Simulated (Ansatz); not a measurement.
System (SMILES): [C-]#[NH+] (C-NH).
Atoms: C1, N2, H3. Bonds: C1-N2, N2-H3.

Basis-set convergence of the optimised C1-N2 bond length at PBE0 with Ansatz (a program for electronic structure). Cartesian d functions, on some or all atoms, in 6-31G*, 6-31G**; all else is spherical. The program fits the integrals of some runs and decomposes those of others, by size. No added dispersion term, no relativity. Reference: the value in aug-pcseg-3, 1.1624 Å, itself unsure by roughly 0.0001 Å (its mean distance from aug-cc-pVQZ, def2-QZVPPD, pcseg-3). Deviations are taken from unrounded values.

```
basis              functions  optimised C1-N2 bond length (Å)  minus reference (Å)
-----------------  ---------  -------------------------------  -------------------
3-21G                     20                           1.1793               0.0169
6-31G*                    32                           1.1746               0.0122
6-31G**                   35                           1.1748               0.0124
6-311+G**                 50                           1.1682               0.0057
aug-cc-pVDZ               55                           1.1745               0.0120
jun-cc-pV(T+d)Z           92                           1.1639               0.0015
6-311++G(3df,3pd)         96                           1.1635               0.0011
cc-pVQZ                  140                           1.1626               0.0002
def2-QZVPPD              159                           1.1626               0.0001
```

The smallest set listed that lies within 0.003 Å of the reference with all its larger relatives (same family, alike in diffuse functions; a set with none counts only in the reference's own line) is jun-cc-pV(T+d)Z (92 functions, 0.0015 Å off). Inside, with no larger relative to test it: 6-311++G(3df,3pd), cc-pVQZ, def2-QZVPPD. (Relatives not listed, tested too: aug-cc-pVTZ 0.0014, aug-cc-pVQZ 0.0003 Å.)
